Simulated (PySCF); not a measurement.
# Butanenitrile: calculation and literature

Cartesian coordinates in Å; atom numbers follow the order of the lines, from 1:
```xyz
12

C    -1.578   -0.245   -0.085
C    -0.129   -0.554    0.249
C     0.800    0.615   -0.086
C     2.198    0.344    0.223
N     3.300    0.105    0.482
H    -2.231   -1.094    0.162
H    -1.942    0.630    0.477
H    -1.706   -0.027   -1.158
H     0.208   -1.448   -0.301
H    -0.027   -0.797    1.319
H     0.496    1.519    0.469
H     0.727    0.870   -1.157
```

Measured values that the calculation should reproduce: δ ¹³C C3 19.3; C2 19.0; C1 13.3; δ ¹H H11/H12 2.34; H9/H10 1.70; H6/H7/H8 1.08 ppm (measured; solution, not stated per compound (mostly CDCl3 or CCl4); Pretsch, Buehlmann, Badertscher, Structure Determination of Organic Compounds, 4th ed. (2009)).

- structure optimised with PBE0-D3(BJ)/def2-SVP
- shielding tensors at PBE0/pcSseg-1 (GIAO)
- run in PySCF 2.14
- in vacuum, relativity neglected, fast rotation and ring inversion assumed for equivalent nuclei, single conformer

(1) Set the calculated values beside the experiment.

(2) How far are the unscaled ¹³C shifts from the references?

(3) How far are the unscaled ¹H shifts from the references?

Results:

(1) 
Reference values: measured (solution, not stated per compound (mostly CDCl3 or CCl4); Pretsch, Buehlmann, Badertscher, Structure Determination of Organic Compounds, 4th ed. (2009)).
```tsv
atoms	quantity	reference	computed	computed, scaled
C3	δ ¹³C	19.3	20.1	18.7
C2	δ ¹³C	19.0	23.6	22.1
C1	δ ¹³C	13.3	15.8	14.7
H11/H12	δ ¹H	2.34	1.86	1.97
H9/H10	δ ¹H	1.70	1.54	1.67
H6/H7/H8	δ ¹H	1.08	0.99	1.14
```

Computed shifts are σ(ref) − σ with the named reference compound (TMS for H and C) calculated as an isolated molecule at the same level. The measured values may be among those fitted. Scaled to experiment by linear calibration (H and C: mostly CDCl3 data, vs TMS): ¹³C: δ = 177.62 − 0.967σ (rms 1.9 ppm, 903 shifts, 2.3 ppm with the 23 outliers that the fit left out); ¹H: δ = 29.91 − 0.950σ (rms 0.21 ppm, 511 shifts, 0.22 ppm with the 3 outliers that the fit left out). A few per cent of atoms miss by over 2 rms, more outside the fitted compound classes.

(2) Mean signed difference +2.63 ppm, mean absolute 2.63 ppm over 3 comparisons; the largest is +4.6 ppm at C2 (sp3 CH2).

(3) Mean signed difference -0.24 ppm, mean absolute 0.24 ppm over 3 comparisons; the largest is -0.48 ppm at H11/H12 (hydrogen on an sp3 CH2 α to a nitrile).
